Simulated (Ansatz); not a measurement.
**CHOSi (doublet): from Hartree-Fock to the top rungs, cc-pVDZ**

How much of the correlation energy of CHOSi (doublet) does each wave-function method recover here?

Program: Ansatz 0.2.0, Gaussian basis. Level of theory: cc-pVDZ, core rule «outside noble gas», up to 7 orbitals frozen. These are calculated values, not measurements.

The runs, in order: UHF; CCSD(T) on ROHF; CCSD(T) on UHF; BCCD(T) on ROHF; CISD as a restricted active space (open shells left free, so some higher excitations enter); CCSDT(Q) on ROHF; CCSDT(Q) on UHF; CASSCF and MRCISD+Q, 9 electrons in 9 orbitals; CASSCF and NEVPT2, 9 electrons in 9 orbitals.

26 further runs of the same task are left out: 14 that didn't finish, 12 set aside as unsound or not needed. Runs told in other sessions of the task aren't counted.

## (1) What is computed

The geometry is a PBE0/def2-TZVP stationary point (not a proven minimum) of the parent state, kept for this charge and spin.

4 atoms, charge 0, spin multiplicity 2.

Atoms are counted from 1 here; the program's logs count them from 0.

Bond lengths: C1–O2 1.268 Å, O2–Si3 1.699 Å, Si3–H4 1.496 Å. Angles: C1–O2–Si3 139.4°, O2–Si3–H4 117.6°.

## (2) UHF

Input file in.yaml:

```yaml
crystal:
  periodic: [false, false, false]
  atoms:
    - {symbol: C, position_ang: [0.000000, 0.333035, 1.722367]}
    - {symbol: O, position_ang: [0.000000, -0.312160, 0.630489]}
    - {symbol: Si, position_ang: [0.000000, -0.015246, -1.042169]}
    - {symbol: H, position_ang: [0.000000, 1.411369, -1.492570]}
basis:
  gaussian: {orbitals: cc-pVDZ}
magnetization: {spin_polarized: true, initial_magnetization: 1}
hamiltonian: {xc: hf}
output: {orbitals: {seedname: orbitals}}
```

Started as:

```
$ ansatz run in.yaml --threads 1 --pin off --events-out ev --progress --plain --max-ram 2393MiB
```

Further steps of the session: CCSD(T) on ROHF; CCSD(T) on UHF; BCCD(T) on ROHF; CISD as a restricted active space (open shells left free, so some higher excitations enter); CCSDT(Q) on ROHF; CCSDT(Q) on UHF; CASSCF and MRCISD+Q, 9 electrons in 9 orbitals; CASSCF and NEVPT2, 9 electrons in 9 orbitals.

**Question.** What will the summary of the whole plan be? Wanted: UCCSDT(Q) from the RHF energy; RMP2 from UCCSDT(Q); UMP2 from UCCSDT(Q); RCCSD from UCCSDT(Q); RCCSD(T) from UCCSDT(Q); UCCSD(T) from UCCSDT(Q); RCCSDT(Q) from UCCSDT(Q); MRCISD+Q frontier from UCCSDT(Q); T1 diagnostic.

As calculated:

```
                         quantity              value
    UCCSDT(Q) from the ROHF energy        -11.0129 eV
              RMP2 from UCCSDT(Q)        +1532.5 meV
              UMP2 from UCCSDT(Q)        +1533.3 meV
             RCCSD from UCCSDT(Q)         +476.3 meV
          RCCSD(T) from UCCSDT(Q)          +94.8 meV
          UCCSD(T) from UCCSDT(Q)          +94.9 meV
         RCCSDT(Q) from UCCSDT(Q)           +8.3 meV
 MRCISD+Q frontier from UCCSDT(Q)         +230.2 meV
levels within 1 kcal/mol (43 meV)  UCCSDT, RCCSDT(Q)
                    T1 diagnostic              0.053
```

What this shows: RCCSD(T) lands +94.8 meV from the yardstick (0.9 % of the correlation energy). Coupled cluster took another determinant than the lowest Hartree-Fock one. These misses are within one basis, not against nature; the frozen cores of restricted and unrestricted runs differ, which can shift their rows.

With open shells the CI space here admits some higher excitations, so it is larger than plain CISD.
